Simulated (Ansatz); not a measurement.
Geometry optimisation, Ansatz, RKS B3LYP-D4/def2-SVP.

Input file:

```yaml
crystal:
  periodic: [false, false, false]
  atoms:
    - { symbol: Al, position_ang: [0.037068, -0.254479, -0.014313] }
    - { symbol: F, position_ang: [-0.06435, -0.375075, 1.660123] }
    - { symbol: H, position_ang: [1.403388, -0.007665, -0.722028] }
    - { symbol: O, position_ang: [-1.367582, -0.496046, -0.933907] }
    - { symbol: H, position_ang: [-2.233924, -0.694113, -0.564044] }
    - { symbol: H, position_ang: [-0.212358, 2.308436, 0.976781] }
    - { symbol: H, position_ang: [-0.210741, 1.731843, 1.407087] }
basis:
  gaussian: { orbitals: def2-SVP }
hamiltonian:
  xc: b3lyp
  dispersion: d4
relax:
  f_tol: 0.03
  max_steps: 50
output:
  orbitals: {}
```

Launched with:

```bash
$ ansatz run input.yaml --threads 1 --pin off --max-ram 2048MiB --backend cpu --events-out ev --progress --plain --runs-dir out
```

Where does it end, and by what steps?

The forces met the threshold. After 9 steps the energy has fallen by 0.078 eV; H6 moved furthest, 0.34 Å.

| step | energy less start (eV) | largest force component (eV/Å) | accepted |
| --- | --- | --- | --- |
| 0 | 0.0000 | 1.399 | yes |
| 1 | -0.0511 | 0.510 | yes |
| 2 | -0.0566 | 0.494 | yes |
| 3 | -0.0679 | 0.405 | yes |
| 4 | -0.0730 | 0.279 | yes |
| 5 | -0.0751 | 0.195 | yes |
| 6 | -0.0754 | 0.150 | yes |
| 7 | -0.0775 | 0.057 | yes |
| 8 | -0.0776 | 0.042 | yes |
| 9 | -0.0778 | 0.008 | yes |

```xyz
7
Properties=species:S:1:pos:R:3
Al 0.046 -0.226 0.081
F 0.013 -0.637 1.702
H 1.397 0.115 -0.624
O -1.366 -0.345 -0.848
H -2.246 -0.593 -0.552
H -0.288 2.130 0.692
H -0.205 1.770 1.359
```

Whether the end is a true minimum wasn't checked by a vibrational analysis.

Time of the run: 17 s on 1 thread of Intel(R) Xeon(R) Platinum 8488C (Sapphire Rapids), with other jobs on the host, peak memory 0.15 GiB.
